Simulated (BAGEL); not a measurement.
# C2H6OS (dimethyl sulfoxide): a chain of runs

We compute the energy (HF/def2-SV(P)), then the energy (NEVPT2(2,2)/def2-SV(P)), then a single-point energy (CASPT2(2,2)/def2-SV(P)) of C2H6OS (dimethyl sulfoxide). 

The calculation is run with BAGEL 1.2.2.

2 further runs of the same task are left out: 2 set aside as unsound or not needed.

### 1 The system as given

C2H6OS has 10 atoms, charge 0, and is taken as a singlet. SMILES: `CS(C)=O`. The coordinates come from a PBE0-D4/def2-TZVP relaxation.

Bond lengths: C1–S2 1.799 Å, S2–C3 1.799 Å, S2–O4 1.481 Å, C1–H5 1.090 Å, C1–H6 1.091 Å, C1–H7 1.091 Å, C3–H8 1.091 Å, C3–H9 1.091 Å, C3–H10 1.090 Å. Some angles: C1–S2–C3 96.4°, C1–S2–O4 106.7°, C3–S2–O4 106.7°, S2–C1–H5 106.7°, S2–C1–H6 109.1°, S2–C1–H7 110.0°, S2–C3–H8 109.1°, S2–C3–H9 110.0°, S2–C3–H10 106.7°, H5–C1–H6 109.9°.

### 2 The energy at HF/def2-SV(P) (density fitting with svp-jkfit) (run 1)

hf.json reads:

```json
{ "bagel" : [

{
  "title" : "molecule",
  "basis" : "def2-sv_p_.json",
  "df_basis" : "svp-jkfit",
  "geometry" : [
    { "atom" : "C", "xyz" : [    -1.01774980,     1.93674818,    -1.34232538 ] },
    { "atom" : "S", "xyz" : [     0.70460328,    -0.98732521,    -1.53757566 ] },
    { "atom" : "C", "xyz" : [     1.29363092,    -1.30026385,     1.79550438 ] },
    { "atom" : "O", "xyz" : [    -1.14948261,    -2.97080065,    -2.21808494 ] },
    { "atom" : "H", "xyz" : [    -1.64700970,     2.38293142,    -3.25200701 ] },
    { "atom" : "H", "xyz" : [    -2.65022751,     1.67743996,    -0.10878775 ] },
    { "atom" : "H", "xyz" : [     0.21454061,     3.43637814,    -0.64477077 ] },
    { "atom" : "H", "xyz" : [    -0.50712690,    -1.31972803,     2.80085758 ] },
    { "atom" : "H", "xyz" : [     2.49619593,     0.24337783,     2.44744100 ] },
    { "atom" : "H", "xyz" : [     2.26249350,    -3.09845165,     2.05976368 ] }
  ]
},

{ "title" : "hf" },

{ "title" : "print", "file" : "orbitals.molden", "orbitals" : "true" }

]}
```

The basis set def2-SV(P) is read from a file made from the Basis Set Exchange's data (not shown).

Command:

```bash
$ BAGEL_NUM_THREADS=1 BAGEL hf.json > hf.out
```

Log:

```text
* using 1 threads per process

  ===============================================================
  ===============================================================

  *** Geometry ***

  { "atom" : "C", "xyz" : [     -1.017750,      1.936748,     -1.342325 ] },
  { "atom" : "S", "xyz" : [      0.704603,     -0.987325,     -1.537576 ] },
  { "atom" : "C", "xyz" : [      1.293631,     -1.300264,      1.795504 ] },
[... 6 lines of this table left out ...]
  { "atom" : "H", "xyz" : [      2.262494,     -3.098452,      2.059764 ] },

  Number of auxiliary basis functions:      463

  Since a DF basis is specified, we compute 2- and 3-index integrals:
    o Being stored without compression. Storage requirement is 0.019 GB

  Number of basis functions:       72
  Number of electrons      :       42

    * METHOD: MOLECULE                             0.20

  *** RHF ***

  === Nuclear Repulsion ===
   185.0595565249

      * DIIS with orbital gradients will be used.

  === RHF iteration (def2-sv_p_.json) ===
      0       -551.05021426          0.02140915           0.06
      1       -551.18698363          0.01512650           0.06
      2       -551.28209118          0.00239715           0.06
[... 11 lines of this table left out ...]
     14       -551.28542704          0.00000001           0.06
    * SCF iteration converged.

    * Permanent dipole moment:
           (   -0.702513,    -1.387731,    -0.914157) a.u.

    * METHOD: HF                                   1.02

    * METHOD: PRINT                                0.01

  ===============================================================
```

Run time: 1.4 s. Hardware: 1 thread of Arm Neoverse V2, shared host; peak memory 0.14 GiB.

### 3 The energy at NEVPT2(2,2)/def2-SV(P) (density fitting with svp-jkfit) (run 2)

nevpt2.json reads:

```json
{ "bagel" : [

{
  "title" : "molecule",
  "basis" : "def2-sv_p_.json",
  "df_basis" : "svp-jkfit",
  "geometry" : [
    { "atom" : "C", "xyz" : [    -1.01774980,     1.93674818,    -1.34232538 ] },
    { "atom" : "S", "xyz" : [     0.70460328,    -0.98732521,    -1.53757566 ] },
    { "atom" : "C", "xyz" : [     1.29363092,    -1.30026385,     1.79550438 ] },
    { "atom" : "O", "xyz" : [    -1.14948261,    -2.97080065,    -2.21808494 ] },
    { "atom" : "H", "xyz" : [    -1.64700970,     2.38293142,    -3.25200701 ] },
    { "atom" : "H", "xyz" : [    -2.65022751,     1.67743996,    -0.10878775 ] },
    { "atom" : "H", "xyz" : [     0.21454061,     3.43637814,    -0.64477077 ] },
    { "atom" : "H", "xyz" : [    -0.50712690,    -1.31972803,     2.80085758 ] },
    { "atom" : "H", "xyz" : [     2.49619593,     0.24337783,     2.44744100 ] },
    { "atom" : "H", "xyz" : [     2.26249350,    -3.09845165,     2.05976368 ] }
  ]
},

{ "title" : "hf" },

{ "title" : "nevpt2", "nstate" : 1, "nact" : 2, "nclosed" : 20, "active" : [10, 26], "maxiter" : 200, "natocc" : "true", "ncore" : 8 },

{ "title" : "print", "file" : "orbitals.molden", "orbitals" : "true" }

]}
```

The basis set def2-SV(P) is read from a file made from the Basis Set Exchange's data (not shown).

Command:

```bash
$ BAGEL_NUM_THREADS=1 BAGEL nevpt2.json > nevpt2.out
```

Log:

```text
* using 1 threads per process

  ===============================================================
  ===============================================================

  *** Geometry ***

  { "atom" : "C", "xyz" : [     -1.017750,      1.936748,     -1.342325 ] },
  { "atom" : "S", "xyz" : [      0.704603,     -0.987325,     -1.537576 ] },
  { "atom" : "C", "xyz" : [      1.293631,     -1.300264,      1.795504 ] },
[... 6 lines of this table left out ...]
  { "atom" : "H", "xyz" : [      2.262494,     -3.098452,      2.059764 ] },

[... 23 lines left out ...]
    * SCF iteration converged.
[... 1 line left out ...]
    * Permanent dipole moment:
[... 28 lines left out ...]
    * Second-order optimization converged. *
[... 9 lines left out ...]
     * ci vector, state   0, <S^2> = 0.0000
       2.     0.9983207160
       .2    -0.0579288176

  === DF-NEVPT2 calculation ===

    * 3-index integral transformation done
    * assembly done

      NEVPT2 correlation energy:   -0.5614167123      0.11

          (+0)     -0.4628603932
          (+0)'    -0.0177425153
          (+1)     -0.0234293684
          (+1)'    -0.0000000000
          (+2)     -0.0010279932
          (-1)     -0.0521114638
          (-1)'     0.0000000000
          (-2)     -0.0042449784

      NEVPT2 total energy:       -551.8528989811

    * METHOD: NEVPT2                               3.33

    * METHOD: PRINT                                0.01

  ===============================================================
```

Wall time 4.8 s (1 thread of Arm Neoverse V2, shared host); peak memory 0.14 GiB.

### 4 The energy at CASPT2(2,2)/def2-SV(P) (density fitting with svp-jkfit) (run 3)

input.json reads:

```json
{ "bagel": [

{
  "title": "molecule",
  "basis": "def2-sv_p_.json",
  "df_basis": "svp-jkfit",
  "geometry": [
    { "atom": "C", "xyz": [ -1.01774980,  1.93674818, -1.34232538 ] },
    { "atom": "S", "xyz": [  0.70460328, -0.98732521, -1.53757566 ] },
    { "atom": "C", "xyz": [  1.29363092, -1.30026385,  1.79550438 ] },
    { "atom": "O", "xyz": [ -1.14948261, -2.97080065, -2.21808494 ] },
    { "atom": "H", "xyz": [ -1.64700970,  2.38293142, -3.25200701 ] },
    { "atom": "H", "xyz": [ -2.65022751,  1.67743996, -0.10878775 ] },
    { "atom": "H", "xyz": [  0.21454061,  3.43637814, -0.64477077 ] },
    { "atom": "H", "xyz": [ -0.50712690, -1.31972803,  2.80085758 ] },
    { "atom": "H", "xyz": [  2.49619593,  0.24337783,  2.44744100 ] },
    { "atom": "H", "xyz": [  2.26249350, -3.09845165,  2.05976368 ] }
  ]
},
{ "title": "hf" },
{ "title": "casscf", "nstate": 1, "nact": 2, "nclosed": 20, "active": [10, 26], "maxiter": 200, "natocc": true },
{ "title": "print", "file": "orbitals.molden", "orbitals": true },
{ "title": "smith", "method": "caspt2", "ms": true, "xms": true, "sssr": true, "shift": 0.2, "shift_imag": true, "ncore": 8 }

]}
```

The basis set def2-SV(P) is read from a file made from the Basis Set Exchange's data (not shown).

Command:

```bash
$ BAGEL_NUM_THREADS=1 BAGEL input.json > input.out
```

Log:

```text
* using 1 threads per process

  ===============================================================
  ===============================================================

  *** Geometry ***

  { "atom" : "C", "xyz" : [     -1.017750,      1.936748,     -1.342325 ] },
  { "atom" : "S", "xyz" : [      0.704603,     -0.987325,     -1.537576 ] },
  { "atom" : "C", "xyz" : [      1.293631,     -1.300264,      1.795504 ] },
[... 6 lines of this table left out ...]
  { "atom" : "H", "xyz" : [      2.262494,     -3.098452,      2.059764 ] },

[... 25 lines left out ...]
    * Permanent dipole moment:
[... 37 lines left out ...]
     * ci vector, state   0, <S^2> = 0.0000
[... 21 lines left out ...]
       #      aibj      arbs      arbi      airj      risj      airs      arst      rist         Etot      error   time
[... 9 lines left out ...]
      ------------------------------------------------------------------------------------------------------------------

    * CASPT2 energy : state  0     -551.8586453614
        w/o shift correction       -551.8558157458
        reference weight              0.8417139688

    * METHOD: SMITH                                0.59

  ===============================================================
```

It took 5.4 s on 1 thread of Arm Neoverse V2, shared host; peak memory 0.15 GiB.

### 5 What came out

| quantity | value |
| --- | --- |
| run 1, HF/def2-SV(P): total energy | -551.28543 Eh |
| run 1, HF/def2-SV(P): dipole moment | 4.59 D |
| run 1, HF/def2-SV(P): HOMO energy | -9.85 eV |
| run 1, HF/def2-SV(P): LUMO energy | 4.41 eV |
| run 1, HF/def2-SV(P): HOMO–LUMO gap | 14.26 eV |
| run 2, NEVPT2(2,2)/def2-SV(P): total energy | -551.85290 Eh |
| run 3, CASPT2(2,2)/def2-SV(P): total energy | -551.85865 Eh |
